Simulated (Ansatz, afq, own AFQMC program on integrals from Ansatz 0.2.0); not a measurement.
SiH, quartet: AFQMC among the cluster methods

| atom | x (Å) | y (Å) | z (Å) |
| --- | --- | --- | --- |
| Si | 0.0000 | 0.0000 | 0.0000 |
| H | 0.0000 | 0.0000 | 2.4130 |

Basis cc-pVTZ. Only valence electrons are correlated. AFQMC by an in-house program on the Cholesky factors that Ansatz 0.2.0 writes for its CCSD(T) run. The CISD trial takes its coefficients from CCSD amplitudes. Released means that phaseless walkers are propagated on without the constraint, phases kept. Uncertainties: one standard error, sampling alone.

Determinant: UHF, the one that the program's search chose, which needn't be the lowest solution. The geometry is a point of a scan.

Full CI on the same integrals is exact in this basis and with this determinant's frozen core.

Cautions: lower spins were not checked.

```
T1 diagnostic                               : 0.0208
weight of the determinant in the CISD state : 0.924
⟨S²⟩ of the determinant                     : 3.777
size of the correlated space                : 5 electrons in 43 orbitals
```

```csv
level,correlation energy (eV)
MP2,-1.6073
CCSD,-2.1365
CCSD(T),-2.2146
```

Problem. Estimate where full CI lies against CCSD(T) on the same integrals.

Solution. 26.7 meV below CCSD(T).

Reference: full CI, correlation energy -2.241 eV. The released energy is read at 2.40 1/Eh (meV from the phaseless value at times in 1/Eh: -3.4 ± 1.3 at 0.24, -3.8 ± 1.1 at 0.51, -6.9 ± 0.8 at 0.99, -8.0 ± 0.8 at 1.62, -8.0 ± 1.2 at 2.40).

```tsv
level	E − E(reference) (meV)	share of correlation (%)
CCSD(T)	26.7	98.81
CCSDT	3.1	99.86
CCSDT(Q)	0.7	99.97
CCSDTQ	0.0	100.00
ph-AFQMC/CISD	9.9 ± 1.3	99.56
released AFQMC	1.9 ± 1.2	99.92
```

CCSDT and higher add their correlation energy to the determinant of the CCSD(T) run, since their own runs factorise the integrals more tightly (a shift of under 2 meV). A walk keeps the symmetry of its determinant, which the program's search chose and which needn't be the lowest solution, so a lower state of the same spin and another symmetry isn't excluded. Released energies are given only where the last usable release times agree within the noise; a slower fall can still hide under it.
